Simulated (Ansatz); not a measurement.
A nudged elastic band was laid between two geometries of CH8BN (11 atoms, charge 0, multiplicity 1).

These are results of RKS PBE/def2-SVP (Ansatz 0.2.0), not measurements.

```yaml
movable_images: 5
climbing_image: yes
spring: 5.0 eV/Å²
optimiser: quadratic models (default)
start_path: through a guess of the saddle point
force_threshold: 0.05 eV/Å
iteration_limit: 60
end_points: relaxed
```

Image 0:

```xyz
11
Properties=species:S:1:pos:R:3
B 0.093 -0.271 0.050
H 0.482 0.644 0.780
H 0.954 -0.659 -0.744
H -0.989 -0.033 -0.490
N -0.190 -1.540 1.046
H -0.577 -2.308 0.478
C 0.985 -2.016 1.806
H 1.771 -2.307 1.085
H 1.373 -1.174 2.409
H 0.739 -2.873 2.466
H -0.944 -1.270 1.695
```

Image 6:

```xyz
11
Properties=species:S:1:pos:R:3
B 0.372 -0.790 -0.584
H -1.388 0.221 3.047
H 1.475 -0.306 -0.764
H -0.574 -0.549 -1.311
N 0.180 -1.655 0.498
H -0.747 -2.066 0.641
C 1.165 -2.087 1.476
H 1.309 -3.189 1.458
H 2.137 -1.609 1.251
H 0.870 -1.803 2.510
H -1.103 0.025 2.359
```

**Question.** What changes between the two ends?

**Answer.** Bonds broken: B1–H2, N5–H11. Bonds formed: H2–H11. CH8BN becomes CH6BN + H2.

**Question.** Give the energies along the band, and the barrier.

**Answer.** The run converged. The highest image is number 3 of 0 to 6, 1.52 eV above the first end and 1.40 eV above the last; the last end lies 0.12 eV above the first. The profile has 2 maxima (images 1, 3) with wells between them (image 2): this band takes more than one step, which may be the mechanism or a detour left from its start path. Neighbouring images differ by up to 1.5 eV, so the band resolves the path poorly. A vibrational analysis at the climbing image gives one clearly imaginary mode, 1134i cm⁻¹: a first-order saddle point. The orbitals stay closed-shell, which can raise the energy where a bond breaks towards radicals; this wasn't checked here.

| image | path coordinate (Å) | energy (eV) | B1–H2 (Å) | N5–H11 (Å) | H2–H11 (Å) |
| --- | --- | --- | --- | --- | --- |
| 0 | 0.00 | 0.00 | 1.23 | 1.03 | 2.56 |
| 1 | 1.73 | 0.12 | 1.23 | 1.03 | 2.57 |
| 2 | 3.45 | 0.01 | 1.23 | 1.03 | 2.46 |
| 3 | 5.18 | 1.52 | 1.41 | 1.45 | 0.98 |
| 4 | 6.52 | 0.31 | 2.67 | 2.49 | 0.77 |
| 5 | 7.86 | 0.15 | 3.47 | 2.78 | 0.77 |
| 6 | 9.19 | 0.12 | 4.16 | 2.82 | 0.77 |

**Question.** What is the geometry of the highest image?

**Answer.** 
```xyz
11
Properties=species:S:1:pos:R:3
B -0.027 -0.335 0.203
H -0.951 0.304 1.046
H 0.962 0.358 0.377
H -0.604 -0.287 -0.870
N 0.006 -1.750 0.870
H -0.397 -2.496 0.300
C 1.150 -2.160 1.666
H 0.962 -3.133 2.167
H 2.090 -2.249 1.071
H 1.344 -1.413 2.464
H -0.839 -0.645 1.287
```

Time of the run: 2.1 min on 2 threads of Arm Neoverse V1 (shared host), peak memory 0.11 GiB.
